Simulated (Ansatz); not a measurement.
The input, for Ansatz 0.2.0:

```yaml
crystal:
  periodic: [false, false, false]
  atoms:
    - {symbol: Si, position_ang: [0.000000, -0.082711, 1.514011]}
    - {symbol: Mg, position_ang: [0.000000, 0.016724, -1.796191]}
    - {symbol: H, position_ang: [0.000000, 1.901400, 1.125733]}
basis:
  gaussian: {orbitals: 6-31G}
magnetization: {spin_polarized: false, initial_magnetization: 1}
hamiltonian: {xc: {name: r2SCAN}}
correlation: {method: ccsdt_q_b, electrons: outside_noble_gas}
```

```sh
$ ansatz run in.yaml --threads 1 --pin off --events-out ev --progress --plain --max-ram 2393MiB
```

Roughly how long does this take on 1 thread of Arm Neoverse V1, shared host, and how much host memory?

12 s wall and 0.13 GiB.

```
559 factors; integrals over basis functions are off by at most 1.6e-7 eV
mean field evaluation 1: about -13328.2707 eV, gradient 1.8e1 eV
mean field evaluation 2: about -13328.2682 eV, gradient 1.8e1 eV
mean field evaluation 4: about -13329.3939 eV, gradient 1.3e1 eV
mean field evaluation 8: about -13331.7876 eV, gradient 3.7e0 eV
mean field evaluation 16: about -13331.9234 eV, gradient 3.6e-3 eV
mean field evaluation 32: about -13331.6150 eV, gradient 7.0e-1 eV
mean field evaluation 64: about -13331.9064 eV, gradient 2.6e-1 eV
mean field evaluation 96: about -13329.7073 eV, gradient 2.2e0 eV
mean field -13331.92338654 eV, -489.9391477531 hartree, gradient 8.9e-6 eV, S^2 0.750000; 7 other end points of the search recorded, 0 dependent functions left out
unrestricted determinant -13305.46728027 eV, -488.9669037802 hartree, S^2 1.2852
10 core orbitals not correlated: weight in the atoms' cores, before any rotation towards them, 1.000 or more for the frozen orbitals, at most 0.000 for the correlated occupied ones
reference -13304.93935215 eV, -488.9475027797 hartree; 4, 3 occupied and 14, 15 virtual orbitals, 559 factors
second order -1.81222901 eV of doubles, -0.21640864 eV of singles
cycle   1  -2.40992458 eV  change   -3.9e-1 eV  update   1.0e-1
cycle   2  -2.66255540 eV  change   -2.5e-1 eV  update   5.6e-2
...
cycle  14  -2.83909084 eV  change   -1.7e-5 eV  update   5.6e-5
cycle  15  -2.83904110 eV  change    5.0e-5 eV  update   3.4e-5
cycle  16  -2.83901482 eV  change    2.6e-5 eV  update   1.8e-5
cycle  17  -2.83901654 eV  change   -1.7e-6 eV  update   1.2e-5
cycle  18  -2.83901816 eV  change   -1.6e-6 eV  update   8.0e-6
cycle  19  -2.83902381 eV  change   -5.7e-6 eV  update   5.5e-6
cycle  20  -2.83902463 eV  change   -8.2e-7 eV  update   3.4e-6
cycle  21  -2.83902181 eV  change    2.8e-6 eV  update   1.9e-6
cycle  22  -2.83902236 eV  change   -5.5e-7 eV  update   1.2e-6
cycle  23  -2.83902200 eV  change    3.6e-7 eV  update   7.5e-7
perturbative correction -0.00473681 eV, -0.0001740746 hartree
Total energy: -13307.78311097 eV, -489.0520089886 hartree
```
